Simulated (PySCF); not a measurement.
# Adding and removing an electron: BP

PBE0; B def2-TZVPPD, P def2-TZVPPD; no relativity (PySCF 2.14). Neutral (UKS): triplet (σ ↑, π ↑), Re = 1.736 Å, ωe = 985 cm⁻¹, De = 3.63 eV, HOMO -7.03 eV, LUMO -4.55 eV.

BP⁺ (UKS): quartet (σ ↑, π ↑↑), Re = 1.846 Å, ωe = 779 cm⁻¹, De = 3.01 eV to B⁺ + P. The energies at the minima are -365.88710 hartree for BP and -365.54633 for BP⁺.

**Question.** Work out the adiabatic ionisation energy, without and with harmonic zero-point energies (1 hartree = 27.2114 eV, 1 eV = 8065.5 cm⁻¹), and the change of the bond length.

**Answer.** At PBE0: 0.34077 hartree = 9.273 eV between the minima; the zero-point term (779.0 − 985.0)/2 cm⁻¹ = -0.013 eV makes it 9.260 eV. Re changes by +11.0 pm against the neutral. The electron leaves a π orbital, and the longer bond of the ion fits a bonding orbital, or a change in how ionic the bond is.

BP⁻ (UKS): doublet (σ ↑), Re = 1.692 Å, ωe = 1063 cm⁻¹. The energies at the minima are -365.88710 hartree for BP and -365.98141 for BP⁻.

**Question.** Work out the adiabatic electron affinity, without and with harmonic zero-point energies (1 hartree = 27.2114 eV, 1 eV = 8065.5 cm⁻¹), and the change of the bond length.

**Answer.** At PBE0: 0.09431 hartree = 2.566 eV between the minima; the zero-point term (985.0 − 1063.0)/2 cm⁻¹ = -0.005 eV makes it 2.561 eV. Re changes by -4.4 pm against the neutral. The electron enters a π orbital, and the shorter bond of the ion fits a bonding orbital, or a change in how ionic the bond is.

For an ion De counts to the pair picked by the measured ionisation energies or electron affinities, which need not be the lowest pair at this level. States were picked by a PBE0 search and need not be the measured ground states.
